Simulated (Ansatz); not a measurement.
# BFH5N: the cost of one run

Method: RKS PBE/def2-SVP, in Ansatz 0.2.0.

**1. Starting point**

Bond lengths: B1–F2 1.670 Å, B1–N3 1.550 Å, N3–H4 1.060 Å, N3–H5 1.060 Å, B1–H6 1.190 Å. Angles: F2–B1–N3 120.0°, F2–B1–H6 120.0°, N3–B1–H6 120.0°, B1–N3–H4 120.0°, B1–N3–H5 120.0°, H4–N3–H5 120.0°.

Coordinates:

```xyz
8

B     0.0000    0.0000    0.0000
F     0.0000    0.0000    1.6700
N     1.3423    0.0000   -0.7750
H     1.8089   -0.9179   -1.0268
H     1.7937    0.9179   -1.0532
H    -1.0305    0.0000   -0.5950
H     0.0668    1.4124    0.4698
H     0.0526    1.1131    1.3144
```

**2. A restrained relaxation towards end A**

Springs on the bonds that form and break draw the guess towards this end; the thresholds are loose.

Input file input.yaml:

```yaml
crystal:
  periodic: [false, false, false]
  atoms:
    - { symbol: B, position_ang: [0.0, 0.0, 0.0] }
    - { symbol: F, position_ang: [0.0, 0.0, 1.67] }
    - { symbol: "N", position_ang: [1.3423, 0.0, -0.775] }
    - { symbol: H, position_ang: [1.8089, -0.9179, -1.0268] }
    - { symbol: H, position_ang: [1.7937, 0.9179, -1.0532] }
    - { symbol: H, position_ang: [-1.0305, 0.0, -0.595] }
    - { symbol: H, position_ang: [0.0668, 1.4124, 0.4698] }
    - { symbol: H, position_ang: [0.0526, 1.1131, 1.3144] }
basis:
  gaussian: { orbitals: def2-SVP }
hamiltonian:
  xc: pbe
relax:
  f_tol: 0.15
  max_steps: 25
  restrain:
    - { distance: [0, 6], at: 2.39, k: 30.0 }
    - { distance: [7, 1], at: 2.12, k: 30.0 }
    - { distance: [0, 1], at: 1.32, k: 30.0 }
    - { distance: [7, 6], at: 0.66, k: 30.0 }
output:
  orbitals: {}
```

Started as:

```bash
ansatz run input.yaml --threads 1 --pin off --max-ram 2048MiB --backend cpu --events-out ev --progress --plain --runs-dir out
```

What time and memory should one allow on 1 thread of Arm Neoverse V2, shared host?

About 18 s, with a peak of 0.13 GiB.
